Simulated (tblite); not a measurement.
Species: C₂HF₃O.
Atom-mapped SMILES: `[O:1]=[C:2]([F:3])[CH:4]([F:5])[F:6]` (hydrogens: H7 on C4)

Geometry (GFN2-xTB, Å), atoms numbered from 1 in this order:
```xyz
7
C2HF3O angstrom
O      1.4322   -1.1257    0.5063
C      0.8717   -0.2280    0.0047
F      1.5227    0.7081   -0.7136
C     -0.6321    0.0854   -0.0141
F     -1.2983   -0.8013    0.7421
F     -0.8625    1.3139    0.4915
H     -1.0303    0.0525   -1.0439
```

Computed with GFN2-xTB (tblite): harmonic, unscaled wavenumbers at the GFN2-xTB geometry, gas phase. Against measured fundamentals such values can be off by several per cent, at times by over 20. One conformer, not necessarily the lowest.

Harmonic wavenumbers (cm⁻¹): 35.9, 183.3, 281.1, 401.8, 511.4, 567.6, 701.8, 859.6, 1011.6, 1075.3, 1102.4, 1223.8, 1238.7, 1903.0, 2862.2.

A = 5547, B = 3214, C = 2204 MHz; mass 97.998 u (most abundant isotopes); point group C1, symmetry number 1.

**Question.** What is the zero-point energy?

**Answer.** ½Σν̃ = 6980 cm⁻¹ = 83.50 kJ/mol.

**Question.** Give the ideal-gas entropy at 200 K and 1 bar in the rigid-rotor, harmonic-oscillator model (classical rotation).

**Answer.** Translation 157.74, rotation 105.92, vibration 34.13: S = 297.8 J/(mol K).

**Question.** And Cp and H(200 K) − H(0)?

**Answer.** Cp = 67.38 J/(mol K), of which vibrations give 34.12 (their classical limit is 15 R = 124.7); H(200 K) − H(0) = 10.08 kJ/mol without the zero-point energy, 3.43 from vibrations.

**Question.** What must be added to the electronic energy to get the Gibbs energy at 200 K and 1 bar?

**Answer.** ZPE + [H(200 K) − H(0)] − T·S = 83.50 + 10.08 − 59.56 = 34.02 kJ/mol.

**Question.** Blend soft modes into free rotors: weight 1/[1 + (100 cm⁻¹/ν̃)⁴] for the oscillator and the rest for a rotor with moment μB/(μ + B), μ = h/(8π²ν), B = 10⁻⁴⁴ kg m². What vibrational entropy results?

**Answer.** 29.30 J/(mol K) in place of 34.13, which changes −T·S at 200 K by +0.96 kJ/mol.

Hindered rotation and anharmonicity are outside this model. Other conformers, if any are populated, would add a mixing term that is left out. The structure is chiral; the term R ln 2 for an equal mix with its mirror image is left out.
